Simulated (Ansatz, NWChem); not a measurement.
**P2 (diphosphorus): the vertical ionisation energy from total energies**

P2: 2 atoms, total charge 0, spin state singlet. As SMILES, `P#P`. The bond length is the measured one.

```csv
atom,x (Å),y (Å),z (Å)
P,0.0000,0.0000,0.0000
P,0.0000,0.0000,1.8934
```

Both states at this one shape; open shells run unrestricted unless said. 1 Eh = 27.2114 eV.

| level | program | singlet P2 (Eh) | doublet [P2]+ (Eh) |
| --- | --- | --- | --- |
| HF/def2-SVPD | NWChem | -681.250134 | -680.876325 |
| BHLYP/def2-TZVPPD | Ansatz | -682.702347 | -682.327696 |
| wB97X/STO-3G | Ansatz | -674.901900 | -674.630995 |

Problem. Work out the vertical ionisation energy at each level.

Solution. 
1. HF/def2-SVPD: -680.876325 − (-681.250134) = 0.373809 Eh = 10.17 eV; against experiment -0.45 eV.
2. BHLYP/def2-TZVPPD: -682.327696 − (-682.702347) = 0.374651 Eh = 10.19 eV; against experiment -0.43 eV.
3. wB97X/STO-3G: -674.630995 − (-674.901900) = 0.270905 Eh = 7.37 eV; against experiment -3.25 eV.

The measured vertical value is 10.62 eV (NIST CCCBDB). Minimal sets are far from the basis-set limit.
